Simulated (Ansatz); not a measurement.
Basis-set series for CN, SMILES `[C]#N` radical. Total charge 0; spin multiplicity 2. The structure was optimised at the PBE0-D4/def2-TZVP level.

```
functional       basis  functions  energy (Eh)  HOMO (eV)  LUMO (eV)
   PBE0-D4    def2-SVP         28    -92.52599     -10.77      -6.23
   PBE0-D4  def2-QZVPP        114    -92.63890     -10.85      -6.38
   ωB97M-V    def2-SVP         28    -92.60721     -13.05      -4.17
   ωB97M-V  def2-QZVPP        114    -92.72347     -13.17      -4.44
```

Problem. Give the rows for def2-TZVPP. (Estimate.)

Solution. Ansatz gave: 
| functional | basis | functions | energy (Eh) | HOMO (eV) | LUMO (eV) |
| --- | --- | --- | --- | --- | --- |
| PBE0-D4 | def2-TZVPP | 62 | -92.63408 | -10.83 | -6.37 |
| ωB97M-V | def2-TZVPP | 62 | -92.71908 | -13.15 | -4.44 |

HOMO and LUMO are taken over both spins.
